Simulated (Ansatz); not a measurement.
We consider rock-salt MgS, described by PBE0 (Ansatz, a program for electronic structure, plane waves, PAW).

Settings: plane-wave cutoff 520 eV, 10×10×10 k mesh, scalar-relativistic PAW data made under PBE.

Computed at the level's own relaxed cell.

Elastic tensor (GPa, Voigt notation, ions relaxed):

```
  151.1    44.7    44.7     0.0     0.0     0.0
   44.7   151.1    44.7     0.0     0.0     0.0
   44.7    44.7   151.1     0.0     0.0     0.0
    0.0     0.0     0.0    58.4     0.0     0.0
    0.0     0.0     0.0     0.0    58.4     0.0
    0.0     0.0     0.0     0.0     0.0    58.4
```

### Question
Work out the Voigt, Reuss and Hill averages of the bulk and shear moduli, Young's modulus and Poisson's ratio from the printed constants.

### Answer
K_V = [C11 + C22 + C33 + 2(C12 + C13 + C23)]/9 = [453.3 + 2 × 134.1]/9 = 80.2 GPa. G_V = [453.3 − 134.1 + 3 × 175.2]/15 = 56.3 GPa. From the compliances S = C⁻¹, K_R = 80.2 and G_R = 56.2 GPa. Hill means: K = 80.2, G = 56.2 GPa. E = 9KG/(3K + G) = 137 GPa, ν = (3K − 2G)/(6K + 2G) = 0.22, K/G = 1.43.
